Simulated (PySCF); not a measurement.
# Cost against result

Saddle point of SiN$_{2}$H$_{8}$, singlet (SiN₂H₆ ([NH2][SiH2][NH2]) + H₂ → SiNH₅ ([NH2][SiH3]) + NH₃; bonds formed: Si1–H7, N2–H6; bonds broken: Si1–N2, H6–H7), PBE0-D4/def2-TZVP structure:

```tsv
atom	x (Å)	y (Å)	z (Å)
Si1	-0.2606	-0.5303	0.2028
N2	1.3490	-0.0265	-0.6049
H3	-0.7468	-1.4966	-0.8542
H4	0.0882	-1.4509	1.3152
N5	-1.5381	0.5920	0.0934
H6	1.2876	0.6042	0.4234
H7	0.5428	0.7740	1.2880
H8	2.0535	-0.7391	-0.7588
H9	1.2371	0.5481	-1.4318
H10	-1.6283	1.3673	0.7266
H11	-2.3843	0.3577	-0.3995
```

Barriers are electronic and count from the start structure reached by relaxing down the imaginary mode.

PySCF 2.14 with density fitting (its default auxiliary sets; JK sets also for MP2 and CCSD(T)); basis: as named in each row; cores frozen in the correlated methods. B3LYP uses VWN-RPA correlation. Extrapolation: Hartree–Fock as exp(−7.88 √X), correlation as X^−2.97.

Times are rough, for one single point on 4 threads of a shared host (Arm Neoverse V1).

The estimate by CCSD(T) at an estimated basis limit (MP2 extrapolated from triple and quadruple zeta, plus CCSD(T) − MP2 in triple zeta) is 2.056 eV.

| method | basis | time (s) | barrier (eV) | method less estimate |
| --- | --- | --- | --- | --- |
| HF | STO-3G | under 1 | 3.632 | 1.576 |
| B3LYP-D4 | 6-31G | 3 | 1.958 | -0.098 |
| PBE0-D4 | def2-SVP | 4 | 1.674 | -0.382 |
| PBE-D4 | def2-SVP | 5 | 1.537 | -0.520 |
| MP2 | def2-QZVPP | 6 | 2.064 | 0.008 |
| SPW92 | def2-TZVPP | 10 | 1.306 | -0.750 |
| PBE0-D4 | def2-TZVPP | 12 | 1.787 | -0.269 |
| BHLYP-D4 | def2-TZVPP | 12 | 2.138 | 0.082 |
| B3LYP-D4 | def2-TZVPP | 13 | 1.984 | -0.072 |
| PBE-D4 | def2-TZVPP | 14 | 1.665 | -0.391 |
| CCSD(T) | def2-SVP | 24 | 1.995 | -0.061 |
| r2SCAN-D4 | def2-TZVPP | 34 | 1.822 | -0.234 |
| wB97M-V | def2-TZVPP | 220 | 1.967 | -0.089 |
| CCSD(T) | def2-TZVPP | 510 | 2.043 | -0.013 |

All methods are single points on the PBE0-D4 structures.

T1 diagnostic: at most 0.011.

Labels in which every atom is bracketed show which atoms are joined, not bond orders.
